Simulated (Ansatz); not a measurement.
A run of Ansatz (development build ahead of 0.2.0) on triplet OH(+) in separate pieces at this shape:

```tsv
atom	x (Å)	y (Å)	z (Å)
O	0.0000	0.0000	0.0000
H	0.0000	0.0000	4.0000
```

Its results:

```json
{
  "Converged": "yes",
  "Total energy": "-75.05124 hartree",
  "Spin squared of the determinant": "2.000",
  "Stability test": "minimum among restricted orbitals"
}
```

Problem. Which input gives this output? Name the method, the orbitals and the basis set, and write the input.

Solution. PBE (restricted open-shell) in pcseg-2.

```yaml
crystal:
  periodic: [false, false, false]
  atoms:
    - { symbol: O, position_ang: [0.0, 0.0, 0.0] }
    - { symbol: H, position_ang: [0.0, 0.0, 4.0] }
basis:
  gaussian: { orbitals: pcseg-2 }
total_charge: 1
magnetization:
  initial_magnetization: 2
hamiltonian:
  xc: pbe
```

Caution: stretched shape with no unrestricted run beside it, a lower state can exist; charge can spread falsely over distant fragments.
